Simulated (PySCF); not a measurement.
## Bond length, frequency and bond energy of C₂ by level of theory

State: ³Πu (triplet), unpaired electrons σ ↑, π ↑. Set-up: PySCF, no relativity, basis sets C 6-311G(d,p). De refers to C + C in their high-spin ground configurations, without counterpoise correction. The functionals are run spin-unrestricted.

| Level | Re (Å) | ωe (cm⁻¹) | De (eV) |
| --- | --- | --- | --- |
| UHF | 1.291 | 1799 | 2.99 |
| UHF-MP2 | 1.324 | 1649 | 5.98 |
| UHF-SCS-MP2 | 1.321 | 1671 | 5.74 |
| UHF-CCSD | 1.321 | 1659 | 5.36 |
| UHF-CCSD(T) | 1.328 | 1619 | 5.70 |
| PBE | 1.317 | 1647 | 6.87 |
| TPSS | 1.317 | 1642 | 6.33 |
| r²SCAN | 1.310 | 1688 | 6.23 |
| PBE0 | 1.305 | 1713 | 6.23 |
| r²SCAN0 | 1.301 | 1735 | 5.75 |
| M06 | 1.305 | 1680 | 6.19 |
| CAM-B3LYP | 1.299 | 1730 | 5.93 |

The bond length runs from 1.291 Å (UHF) to 1.328 Å (UHF-CCSD(T)). De spans 2.99 eV (UHF, mean field) to 6.87 eV (PBE, GGA). Correlation at CCSD(T) changes the Hartree–Fock bond energy by +2.71 eV; the triples alone change it by +0.34 eV.

Correlated steps freeze 2 core orbitals. The state was picked by a PBE0 search and need not be the measured ground state.
